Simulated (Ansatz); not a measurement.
# C₄H₅N, singlet in 6-31G*: errors against RCCSDT(Q)

Geometry: MP2(full)/6-31G*, from the G2/97 set.

```xyz
10

H     0.0000    0.0000    2.1290
N     0.0000    0.0000    1.1184
C     0.0000    1.1245    0.3332
C     0.0000   -1.1245    0.3332
C     0.0000    0.7084   -0.9841
C     0.0000   -0.7084   -0.9841
H     0.0000    2.1129    0.7702
H     0.0000   -2.1129    0.7702
H     0.0000    1.3573   -1.8494
H     0.0000   -1.3573   -1.8494
```

Basis 6-31G* (Cartesian d functions); Ansatz 0.2.0. Only valence electrons are correlated (noble-gas cores frozen), which leaves 26 electrons in 80 orbitals. Prefix R: restricted or restricted open-shell reference. Active spaces: frontier = (8e, 8o) about the gap.

Full CI isn't at hand for all of this; RCCSDT(Q) serves as the reference, and is uncertain by about the last step of the cluster series.

- UHF ⟨S²⟩: 0.000
- T1 diagnostic (RCCSD): 0.0113
- largest doubles amplitude (RCCSD): 0.088

| level | E − E(RCCSDT(Q)) (kJ/mol) | share of correlation (%) | wall time |
| --- | --- | --- | --- |
| RHF | 1927.8 | 0.00 | – |
| RMP2 | 155.8 | 91.92 | – |
| CISD | 371.5 | 80.73 | 30 s |
| RCCSD | 82.4 | 95.72 | – |
| RCCSD(T) | 6.6 | 99.66 | 3.6 s |
| BCCD(T) | 6.1 | 99.68 | 4.3 s |
| RCCSDT | 5.6 | 99.71 | – |

The correlation energy at RCCSDT(Q), counted from RHF, is -19.980 eV. That run took 62 s on 2 threads of AMD EPYC 7R13 with a shared H100 80 GB, shared host.

Run but not shown, since their state or frozen core can't be matched to the reference's or they repeat it: CASSCF (frontier space), NEVPT2 (frontier space), MRCISD (frontier space), MRCISD+Q (frontier space).

Times hold each run's SCF and search for its determinant on a shared host, so for small cases they say little of a method's own cost; they ran on 1 thread of AMD EPYC 7R13.

Atomization energy (electronic, same basis, no zero-point term; atoms at the same level, unrestricted beside the R rows where the molecule is a closed shell, with restricted open-shell steps beyond CCSDT(Q)) at RCCSDT(Q): 4103.3 kJ/mol. Errors of other levels:

```json
{"level": "RHF", "error (kJ/mol)": "-937.3"}
{"level": "RMP2", "error (kJ/mol)": "99.5"}
{"level": "CISD", "error (kJ/mol)": "-349.8"}
{"level": "RCCSD", "error (kJ/mol)": "-67.2"}
{"level": "RCCSD(T)", "error (kJ/mol)": "-3.0"}
{"level": "BCCD(T)", "error (kJ/mol)": "-1.6"}
{"level": "RCCSDT", "error (kJ/mol)": "-5.4"}
```

This basis is far from its limit, so the value isn't to be set against a measured one. Truncated CI isn't size-consistent, which counts against it in atomization.
